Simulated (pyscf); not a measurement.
Four-centre exchange: `[SiH3][O][AsH2]` + `[OH2]` -> `[OH][AsH][O][SiH3]` + `[H][H]`

Gas phase, singlet surface, charge 0. Bonds broken: As1–H4, O9–H10. Bonds formed: As1–O9, H4–H10. PySCF, gas phase, ωB97X-D3(BJ)/def2-SVP geometries.

Transition state (Å):

```xyz
11

As    -1.5742    -0.6737     1.3925
O      0.1144    -0.2224     0.8719
Si     0.6141     0.4279    -0.5747
H     -3.4865    -0.3255     1.3697
H     -1.9256    -1.3538     0.0751
H      0.5512     1.9192    -0.5407
H      2.0255     0.0191    -0.8218
H     -0.2465    -0.0702    -1.6918
O     -2.1232     1.1710     0.6682
H     -3.0864     0.6645     0.9722
H     -1.8752     1.8780     1.2856
```

One imaginary mode, 1280i cm⁻¹; descent along it reached the two sides named.

```tsv
bond	change	reactant side (Å)	saddle	product side
As1–H4	breaks	1.528	1.944	4.3
O9–H10	breaks	0.964	1.130	2.496
As1–O9	forms	4.2	2.056	1.801
H4–H10	forms	3.9	1.139	0.761
```

Electronic energies relative to the separated reactants (eV):

| level | barrier | reaction energy | reverse barrier |
|---|---|---|---|
| ωB97X-D3(BJ)/def2-TZVP | 2.07 | -0.03 | 2.10 |
| PBE/def2-TZVP | 1.69 | -0.01 | 1.70 |
| r²SCAN/def2-TZVP | 1.83 | -0.05 | 1.89 |
| B3LYP-D3(BJ)/def2-TZVP | 1.95 | -0.02 | 1.96 |
| PBE0-D3(BJ)/def2-TZVP | 1.91 | +0.06 | 1.86 |
| M06-2X/def2-TZVP | 2.02 | -0.11 | 2.14 |
| ωB97M-D3(BJ)/def2-TZVP | 2.04 | +0.03 | 2.02 |
| HF/def2-TZVP | 2.98 | +0.18 | 2.80 |

With ωB97M-D3(BJ)/def2-TZVP energies and thermal terms (ideal gas, 1 atm, RRHO with modes under 100 cm⁻¹ raised to 100, one conformer, R ln 2 for rigid chiral ones), in eV:

```tsv
T (K)	ΔH‡	ΔG‡	ΔH	ΔG
298	1.94	2.44	-0.08	+0.04
600	1.95	2.94	-0.04	+0.14
900	1.98	3.44	0.00	+0.22
1200	2.02	3.91	+0.03	+0.29
```

H₃Si–O–AsH₂ lies 0.46 eV over its isomer HO–SiH₂–AsH₂, and others may lie lower still (electronic energy, ωB97M-D3(BJ)). This is the saddle that the search found; another between the same sides may lie lower. Elements up to Kr have no core potential and no relativistic terms here.
